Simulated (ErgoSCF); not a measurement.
# HCl (hydrogen chloride) at B3LYP5/6-31++G(d,p) (spherical functions)

What is the vertical electron affinity of HCl (hydrogen chloride) at B3LYP5/6-31++G** (spherical functions)? 

The calculation is run with ErgoSCF 3.8.

5 further runs of the same task are left out: 5 set aside as unsound or not needed.

## Step 1: Starting point

HCl: 2 atoms, total charge 0, spin state singlet. SMILES: `Cl`. Geometry: relaxed at PBE0-D4/def2-TZVP.

Bond lengths: Cl1–H2 1.279 Å.

## Step 2: The energy at B3LYP5/6-31++G(d,p) (spherical functions)

The input, molecule.xyz:

```xyz
2
ClH
Cl     0.546000    -0.178500     0.280800
H     -0.546000     0.178500    -0.280800
```

Command:

```bash
$ ergo -m molecule.xyz -e 'set_nthreads("env")' -e 'XC.type = "GC2"' -e 'tmpdir = "."' -e 'scf.convergence_threshold = 1e-06' -e 'basis = "6-31++Gss"' -e 'scf.max_number_of_iterations = 150' -e 'scf.output_mulliken_pop = 1' -e 'scf.use_diagonalization = 1' -e 'run "B3LYP"'
```

Log:

```text
INMA ERGO version 3.8
INMA  type := GC2
INMA  convergence_threshold := 1e-06
INMA  basis := 6-31++Gss
INMA Basis really set to 6-31++Gss
INMA  max_number_of_iterations := 150
INMA  output_mulliken_pop := 1
INMA  use_diagonalization := 1
INMA running B3LYP
INDF      This is a DFT calculation of type: B3LYP
INDF Weighted mixed functional:
INDF               HF exchange:    0.20000
INDF                       VWN:    0.19000
INDF                       LYP:    0.81000
INDF                     Becke:    0.72000
INDF                    Slater:    0.80000
INMA Running B3LYP
INSC SCF_general constructor, number of basis functions: 28
INSC Min internuclear distance:      2.41657 a.u.  =      1.27879 Angstrom
INSC Max internuclear distance:      2.41657 a.u.  =      1.27879 Angstrom
INSC Euclidean norm of overlap matrix =          4.11792542934  (acc 1.49e-08)
INSC Euclidean norm of invCholFactor after truncation =          9.14126638624
INSC Beginning of SCF cycle 1
INDF Grid for charge 17: 47 radial points, 11362 total, r=22.228662
INDF Grid for charge 1: 37 radial points, 3746 total, r=20.545239
INDF Generating GC2 grid Radint = 5e-09 AngInt: [ 6 29 ]
INDF Grid pruned from 15108 to 15048 grid points.
INDF Electrons:  17.9999996  -2e-08: xc energy -9.495442 (serial)
INSC nuclearEnergy, energy_2el, energy = 7.034777, 71.237950, -229.774626
INSC Energy   1 =       -229.77462563102
INSC maxabs FDS-SDF is     18.1
INDE E_HOMO =         -3.43758643660
INDE E_LUMO =         -1.86209322162
INSC Beginning of SCF cycle 2
INDF Electrons:  18.0000041   2e-07: xc energy -24.451272 (serial)
INSC nuclearEnergy, energy_2el, energy = 7.034777, 204.979749, -457.048489
INSC Energy   2 =       -457.04848908142
INSC maxabs FDS-SDF is     0.49
INSC using DIIS to get combined Fock matrix, number of iters used for DIIS:  2
INDE E_HOMO =          0.03017434175
INDE E_LUMO =          0.03025233471
INSC Beginning of SCF cycle 3
INDF Electrons:  18.0000019   1e-07: xc energy -21.415709 (serial)
INSC nuclearEnergy, energy_2el, energy = 7.034777, 150.953183, -456.237095
INSC Energy   3 =       -456.23709477060  ( diff      0.811394310825676 )
INSC maxabs FDS-SDF is    0.768
INSC restarting DIIS because energy did not improve.
INSC mixing best Fock matrix so far with next one, stepLength =   0.400000
INDE E_HOMO =         -1.86236667972
INDE E_LUMO =         -0.53598947891
INSC Beginning of SCF cycle 4
INDF Electrons:  18.0000038   2e-07: xc energy -24.334810 (serial)
INSC nuclearEnergy, energy_2el, energy = 7.034777, 203.373053, -458.030784
INSC Energy   4 =       -458.03078399935  ( diff     -0.982294917928016 )
INSC maxabs FDS-SDF is    0.502
INSC mixing best Fock matrix so far with next one, stepLength =   0.400000
INSC increased steplength by factor 1.1, stepLength =   0.440000
INDE E_HOMO =         -0.93288883329
INDE E_LUMO =         -0.12616798560
INSC Beginning of SCF cycle 5
INDF Electrons:  18.0000033   2e-07: xc energy -24.028481 (serial)
INSC nuclearEnergy, energy_2el, energy = 7.034777, 198.801188, -459.285478
INSC Energy   5 =       -459.28547776187  ( diff     -1.254693762525449 )
INSC maxabs FDS-SDF is    0.479
INSC mixing best Fock matrix so far with next one, stepLength =   0.440000
INSC increased steplength by factor 1.1, stepLength =   0.484000
INDE E_HOMO =         -0.42792691982
INDE E_LUMO =         -0.05227152515
INSC Beginning of SCF cycle 6
INDF Electrons:  18.0000027   1e-07: xc energy -23.450791 (serial)
INSC nuclearEnergy, energy_2el, energy = 7.034777, 189.619607, -460.453341
INSC Energy   6 =       -460.45334124321  ( diff     -1.167863481331210 )
INSC maxabs FDS-SDF is    0.253
INSC mixing best Fock matrix so far with next one, stepLength =   0.484000
INSC increased steplength by factor 1.1, stepLength =   0.532400
INDE E_HOMO =         -0.28214656560
INDE E_LUMO =         -0.02592120296
INSC Beginning of SCF cycle 7
INDF Electrons:  18.0000023   1e-07: xc energy -23.056384 (serial)
INSC nuclearEnergy, energy_2el, energy = 7.034777, 183.109000, -460.713821
INSC Energy   7 =       -460.71382134681  ( diff     -0.260480103604550 )
INSC maxabs FDS-SDF is    0.118
INSC mixing best Fock matrix so far with next one, stepLength =   0.532400
INSC increased steplength by factor 1.1, stepLength =   0.585640
INDE E_HOMO =         -0.30186574800
INDE E_LUMO =         -0.02456235927
INSC Beginning of SCF cycle 8
INDF Electrons:  18.0000023   1e-07: xc energy -22.990137 (serial)
INSC nuclearEnergy, energy_2el, energy = 7.034777, 182.198621, -460.728206
INSC Energy   8 =       -460.72820611156  ( diff     -0.014384764749195 )
INSC maxabs FDS-SDF is   0.0512
INSC using DIIS to get combined Fock matrix, number of iters used for DIIS:  1
INDE E_HOMO =         -0.33734391280
INDE E_LUMO =         -0.02751887704
INSC Beginning of SCF cycle 9
INDF Electrons:  18.0000023   1e-07: xc energy -22.967814 (serial)
INSC nuclearEnergy, energy_2el, energy = 7.034777, 182.018328, -460.731223
INSC Energy   9 =       -460.73122263319  ( diff     -0.003016521625852 )
INSC maxabs FDS-SDF is  0.00306
INSC using DIIS to get combined Fock matrix, number of iters used for DIIS:  2
INDE E_HOMO =         -0.33512019146
INDE E_LUMO =         -0.02661594595
INSC Beginning of SCF cycle 10
INDF Electrons:  18.0000023   1e-07: xc energy -22.970576 (serial)
INSC nuclearEnergy, energy_2el, energy = 7.034777, 182.049134, -460.731237
INSC Energy  10 =       -460.73123724583  ( diff     -0.000014612643497 )
INSC maxabs FDS-SDF is  0.00132
INSC using DIIS to get combined Fock matrix, number of iters used for DIIS:  3
INDE E_HOMO =         -0.33470406402
INDE E_LUMO =         -0.02629006429
INSC Beginning of SCF cycle 11
INDF Electrons:  18.0000023   1e-07: xc energy -22.970045 (serial)
INSC nuclearEnergy, energy_2el, energy = 7.034777, 182.042116, -460.731240
INSC Energy  11 =       -460.73124046794  ( diff     -0.000003222107296 )
INSC maxabs FDS-SDF is 3.16e-05
INSC using DIIS to get combined Fock matrix, number of iters used for DIIS:  4
INDE E_HOMO =         -0.33462250867
INDE E_LUMO =         -0.02625237006
INSC Beginning of SCF cycle 12
INDF Electrons:  18.0000023   1e-07: xc energy -22.969970 (serial)
INSC nuclearEnergy, energy_2el, energy = 7.034777, 182.040779, -460.731240
INSC Energy  12 =       -460.73124046932  ( diff     -0.000000001383683 )
INSC maxabs FDS-SDF is 2.78e-05
INSC using DIIS to get combined Fock matrix, number of iters used for DIIS:  5
INDE E_HOMO =         -0.33464414528
INDE E_LUMO =         -0.02625515161
INSC Beginning of SCF cycle 13
INDF Electrons:  18.0000023   1e-07: xc energy -22.970011 (serial)
INSC nuclearEnergy, energy_2el, energy = 7.034777, 182.041496, -460.731240
INSC Energy  13 =       -460.73124047142  ( diff     -0.000000002100364 )
INSC maxabs FDS-SDF is 2.72e-06
INSC using DIIS to get combined Fock matrix, number of iters used for DIIS:  6
INDE E_HOMO =         -0.33464205795
INDE E_LUMO =         -0.02625454304
INSC Beginning of SCF cycle 14
INDF Electrons:  18.0000023   1e-07: xc energy -22.970008 (serial)
INSC nuclearEnergy, energy_2el, energy = 7.034777, 182.041447, -460.731240
INSC Energy  14 =       -460.73124047144  ( diff     -0.000000000016598 )
INSC maxabs FDS-SDF is  4.5e-08
RESC CONVERGED after  14 iterations.
RESC FINAL ENERGY:       -460.73124047144
TISC Main SCF loop took      3.02 usr cpu s       0.06 sys cpu s       3.12 wall s
INSC SCF: dipole_moment_x [atomic units] =      -0.49004930
INSC SCF: dipole_moment_y [atomic units] =       0.16020847
INSC SCF: dipole_moment_z [atomic units] =      -0.25202534
INSC Sum of Mulliken charges (electrons):      18.0000000
INSC Mulliken charge of atom 0 =      -0.1728949
INSC Mulliken charge of atom 1 =       0.1728949
INSC Sum of Mulliken atomic charges:      -0.0000000
```

Wall time 4.2 s (1 thread of Intel Xeon at 2.50GHz (Skylake/Cascade Lake), shared host).

## Step 3: The doublet anion

The input, geom.xyz:

```xyz
2

Cl     0.546000    -0.178500     0.280800
H     -0.546000     0.178500    -0.280800
```

Command:

```bash
$ ergo -m geom.xyz -e 'set_nthreads("env")' -e 'scf.max_number_of_iterations = 150' -e 'scf.output_mulliken_pop = 1' -e 'tmpdir = "."' -e 'basis = "6-31++Gss"' -e 'spin_polarization = 1' -e 'scf.convergence_threshold = 1e-06' -e 'charge = -1' -e 'XC.type = "GC2"' -e 'scf.use_diagonalization = 1' -e 'run "B3LYP"'
```

Log:

```text
[...]
INDF Weighted mixed functional:
[...]
INSC Energy   1 =       -238.35981657213
[...]
INDE E_LUMO =          0.12937552525
[...]
INSC Energy  15 =       -460.70719451146  ( diff     -0.000000000109139 )
[...]
RESC CONVERGED after  15 iterations.
RESC FINAL ENERGY:       -460.70719451146
RESC FINAL <S2> =          0.75013898685
[...]
INSC SCF: dipole_moment_x [atomic units] =       1.12932770
INSC SCF: dipole_moment_y [atomic units] =      -0.36920250
INSC SCF: dipole_moment_z [atomic units] =       0.58079264
[...]
```

It took 6 s on 1 thread of Intel Xeon at 2.50GHz (Skylake/Cascade Lake), shared host.

## Step 4: What came out

At B3LYP5/6-31++G** (spherical functions):

| quantity | value |
| --- | --- |
| singlet HCl: total energy | -460.73124 Eh |
| singlet HCl: dipole moment | 1.46 D |
| doublet anion: total energy | -460.70719 Eh |
| doublet anion: ⟨S²⟩ | 0.750 |
| vertical electron affinity (to the doublet anion) | -0.654 eV |

What this shows: The anion lies 0.65 eV (63.1 kJ/mol) above the neutral: the electron isn't bound at this level, and such a value depends on the basis.
